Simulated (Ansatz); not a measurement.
Geometry optimisation, RHF/6-31G* (Ansatz).

Input file:

```yaml
crystal:
  periodic: [false, false, false]
  atoms:
    - { symbol: B, position_ang: [0.0, 0.0, 0.0] }
    - { symbol: O, position_ang: [0.0, 0.0, 1.76] }
    - { symbol: H, position_ang: [-0.9095, -0.2814, 2.0971] }
    - { symbol: F, position_ang: [1.1431, 0.0, -0.66] }
    - { symbol: H, position_ang: [-1.0305, 0.0, -0.595] }
    - { symbol: H, position_ang: [0.0668, 1.4124, 0.4698] }
    - { symbol: H, position_ang: [0.0544, 1.1498, 1.3187] }
basis:
  gaussian: { orbitals: "6-31G*" }
hamiltonian:
  xc: hf
relax:
  f_tol: 0.15
  max_steps: 25
  restrain:
    - { distance: [0, 5], at: 2.39, k: 30.0 }
    - { distance: [6, 1], at: 2.21, k: 30.0 }
    - { distance: [0, 1], at: 1.41, k: 30.0 }
    - { distance: [6, 5], at: 0.66, k: 30.0 }
output:
  orbitals: {}
```

Launched with:

```bash
$ ansatz run input.yaml --threads 1 --pin off --max-ram 2048MiB --backend cpu --events-out ev --progress --plain --runs-dir out
```

Q: Where does it end, and by what steps?

A: It converged. The restraints hold the end off the free minimum. After 9 steps the energy has fallen by 4.100 eV (the restraints' own energy left out); H6 moved furthest, 0.70 Å.

```
step  energy less start (eV)  largest force component (eV/Å)  accepted
   0                  0.0000                           3.715       yes
   1                 -1.1942                           3.194       yes
   2                 -2.3897                           3.839       yes
   3                 -3.5637                           1.836       yes
   4                 -4.0131                           1.498       yes
   5                 -4.0849                           1.610       yes
   6                 -4.0726                           1.510        no
   7                 -4.0916                           1.256       yes
   8                 -4.1007                           1.086       yes
   9                 -4.1005                           1.098       yes
```

```xyz
7
Properties=species:S:1:pos:R:3
B -0.052 -0.253 0.153
O -0.011 -0.443 1.509
H -0.872 -0.516 1.894
F 1.086 -0.221 -0.493
H -1.069 -0.145 -0.450
H 0.126 2.103 0.585
H 0.117 1.757 1.193
```

The run took 12 s on 1 thread of Arm Neoverse N1 (shared host), peak memory 0.11 GiB.
